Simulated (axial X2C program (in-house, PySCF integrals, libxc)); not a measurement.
# Bond lengths and stretching modes, held linear, of FPF⁻

Computed with an axial X2C code built on PySCF integrals: two-component X2C with atomic mean-field Coulomb and Gaunt terms, Gaussian nuclei, basis F dyall-av3z, P dyall-v3z with contracted cores. Spin-free rows use the one-electron spin-free X2C Hamiltonian.

Masses F 18.998, P 30.974, F 18.998 u. States: 2c Ω = 1 (beyond evenly filled blocks: ω = -1/2, ω = 3/2); spin-free M_S = 1, Λ = 0 (beyond evenly filled blocks: π+α, π-α).

MP2, 2c: energies above the lowest point

```tsv
r(F–P) (Å)	r(P–F) (Å)	E (meV)
1.7852	1.7852	38.31
1.7852	1.8310	15.94
1.7852	1.8768	13.33
1.8310	1.7852	15.94
1.8310	1.8310	0.00
1.8310	1.8768	3.75
1.8310	1.9225	23.05
1.8768	1.7852	13.33
1.8768	1.8310	3.75
1.8768	1.8768	13.73
1.9225	1.8310	23.05
1.9225	1.9225	70.48
```

Q: Fit a quadratic surface with cubic terms in each bond: where is the minimum, and what are the two stretching wavenumbers?

A: At MP2, 2c: bonds 1.841 and 1.841 Å; harmonic stretches 412.6 and 435.9 cm⁻¹; force constants 1.43, 1.43 and coupling 0.48 mdyn/Å.

The other levels and Hamiltonians give:

```tsv
Hamiltonian	level	r(F–P) (Å)	r(P–F) (Å)	lower stretch (cm⁻¹)	upper stretch (cm⁻¹)
2c	PBE0	1.829	1.829	415.5	436.0
2c	HF	1.831	1.831	305.9	404.7
2c	BHandHLYP	1.824	1.824	400.0	414.0
spin-free	PBE0	1.829	1.829	415.7	436.3
spin-free	HF	1.831	1.831	306.2	404.9
spin-free	BHandHLYP	1.824	1.824	400.3	414.2
spin-free	MP2	1.841	1.841	412.7	436.2
```

Each state is one determinant, the lowest of a limited PBE0 search; the stretches come from a fit to these few points and carry an uncertainty of a few per cent. Other orders of the atoms were not compared. The levels spread by more than a fifth, so the stretches depend strongly on the method. MP2 freezes inner shells (threshold -2 hartree). For an anion the highest level of a functional can be positive, and the basis then holds the extra electron. The molecule was held linear; bending was not examined, so a bent shape may lie lower. Open-shell Ω = 0 determinants with evenly filled partner blocks cannot be reached by this program, so the Ω shown need not be the lowest component. Note: several unpaired electrons, one determinant need not be a pure state.
